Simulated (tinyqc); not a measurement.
Worked calculation: extended Hueckel theory, for LiF-. The parameters take no account of the charge, which enters only through the electron count, and nothing here shows that the anion is bound. One step of it, computed by the program tinyqc.

Problem. Mulliken analysis. P = C n C^T; charge = valence electrons (F 7, Li 1) minus the sum of (P S)_ii on the atom; overlap population = 2 sum P_ij S_ij between two atoms.

coefficients, order 1Li 2s, 1Li 2px, 1Li 2py, 1Li 2pz, 2F 2s, 2F 2px, 2F 2py, 2F 2pz:
$$\begin{pmatrix}
0.044816 & 0.000000 & 0.000000 & -0.020393 & 0.843731 & 0.000000 & 0.000000 & 0.648981 \\
0.000000 & 0.033916 & -0.021557 & 0.000000 & 0.000000 & 0.224295 & 0.988924 & 0.000000 \\
0.000000 & 0.021557 & 0.033916 & 0.000000 & 0.000000 & 0.988924 & -0.224295 & 0.000000 \\
0.038879 & 0.000000 & 0.000000 & -0.002673 & -0.537659 & 0.000000 & 0.000000 & 0.989288 \\
0.968107 & 0.000000 & 0.000000 & 0.009096 & -0.038566 & 0.000000 & 0.000000 & -0.677192 \\
0.000000 & 0.837517 & -0.532317 & 0.000000 & 0.000000 & -0.046972 & -0.207102 & 0.000000 \\
0.000000 & 0.532317 & 0.837517 & 0.000000 & 0.000000 & -0.207102 & 0.046972 & 0.000000 \\
0.003414 & 0.000000 & 0.000000 & 0.998440 & 0.046496 & 0.000000 & 0.000000 & 0.091216
\end{pmatrix}$$

occupations: [2.000000, 2.000000, 2.000000, 2.000000, 1.000000, 0.000000, 0.000000, 0.000000]

overlap S, order 1Li 2s, 1Li 2px, 1Li 2py, 1Li 2pz, 2F 2s, 2F 2px, 2F 2py, 2F 2pz:
$$\begin{pmatrix}
1.000000 & 0.000000 & 0.000000 & 0.000000 & 0.304597 & 0.000000 & 0.000000 & -0.062172 \\
0.000000 & 1.000000 & 0.000000 & 0.000000 & 0.000000 & 0.170371 & 0.000000 & 0.000000 \\
0.000000 & 0.000000 & 1.000000 & 0.000000 & 0.000000 & 0.000000 & 0.170371 & 0.000000 \\
0.000000 & 0.000000 & 0.000000 & 1.000000 & 0.436196 & 0.000000 & 0.000000 & -0.040085 \\
0.304597 & 0.000000 & 0.000000 & 0.436196 & 1.000000 & 0.000000 & 0.000000 & 0.000000 \\
0.000000 & 0.170371 & 0.000000 & 0.000000 & 0.000000 & 1.000000 & 0.000000 & 0.000000 \\
0.000000 & 0.000000 & 0.170371 & 0.000000 & 0.000000 & 0.000000 & 1.000000 & 0.000000 \\
-0.062172 & 0.000000 & 0.000000 & -0.040085 & 0.000000 & 0.000000 & 0.000000 & 1.000000
\end{pmatrix}$$

Give: charges; Overlap populations.

Solution.

charges: 1Li -0.1020, 2F -0.8980

Overlap populations:
```
pair     value
2-1   0.173446
```
